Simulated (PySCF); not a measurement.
Gas-phase reaction: SiH₂(NH₂)₂ + N₂ ⇌ 3 NH₂ + SiN

Method: PySCF energies plus ideal-gas RRHO corrections (1 bar). † marks an energy on the PBE0/def2-TZVP geometry and frequencies; other levels use their own. Open shells (unrestricted): NH₂ (multiplicity 2), SiN (multiplicity 2); the rest are closed-shell singlets. No R ln 2 is added for the mirror-image form of SiH₂(NH₂)₂. SiH₂(NH₂)₂: computed as isolated molecules; such fragments, hydroxides, amides, oligomers or adducts are transient or little studied in the gas. The harmonic model lacks anharmonicity and excited electronic states, which grow with temperature; levels with a mode under 35 cm⁻¹ are left out. Internal rotation in SiH₂(NH₂)₂ is treated as a harmonic vibration of one conformer, which makes the entropy rough.

| level | ΔE electronic, kJ | ΔH°(298 K), kJ | ΔS°(298 K), J/K | ΔG°(800 K), kJ |
|---|---|---|---|---|
| BLYP/def2-TZVP† | 1125 | 1099 | 319 | 844 |
| PBE0/def2-SVP† | 1200 | 1174 | 319 | 919 |
| PBE0/def2-TZVP | 1186 | 1160 | 319 | 905 |
| r2SCAN/def2-TZVP† | 1158 | 1132 | 319 | 877 |
| ωB97M-V/def2-TZVP† | 1231 | 1205 | 319 | 950 |
| ωB97X-V/def2-TZVP† | 1242 | 1216 | 319 | 961 |
ΔH° is lowest at BLYP/def2-TZVP† and highest at ωB97X-V/def2-TZVP†. No reference value is set beside these.
